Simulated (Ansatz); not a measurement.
System: N2H4, charge 0, singlet. N2H4 (SMILES NN).
B3LYP-D3(BJ)/def2-TZVP minimum from Ansatz (a quantum-chemistry and plane-wave program):
```xyz
6

N     -0.0129     0.7139    -0.0827
N      0.0114    -0.7158    -0.0646
H      0.2269     1.1174     0.8176
H     -0.9512     1.0064    -0.3221
H     -0.2103    -1.0959     0.8505
H      0.9449    -1.0146    -0.3149
```

Hartree-Fock and CCSD(T) correlation energies in hartree (Ansatz). Radicals and triplets start from unrestricted determinants; spin-orbit coupling is neglected. Correlated methods leave the cores frozen. No relativity.

```
basis    X       E(HF)  E(corr, CCSD(T))
-------  -  ----------  ----------------
cc-pVTZ  3  -111.22421          -0.47413
cc-pVQZ  4  -111.23352          -0.50222
cc-pV5Z  5  -111.23614          withheld
```

Q: Fit E(corr) = E∞ + A/X³ to X = 3 and 4, predict X = 5, and compare with the run.

A: A = (-0.47413 - (-0.50222))/(1/27 - 1/64) = 1.3119; E∞ = -0.50222 - A/64 = -0.52272; at X = 5, E∞ + A/125 = -0.51222. The run gave -0.51165, 0.57 mEh above the prediction. The same form on X = 4 and 5 gives E∞ = -0.52154, 1.17 mEh above the first estimate.
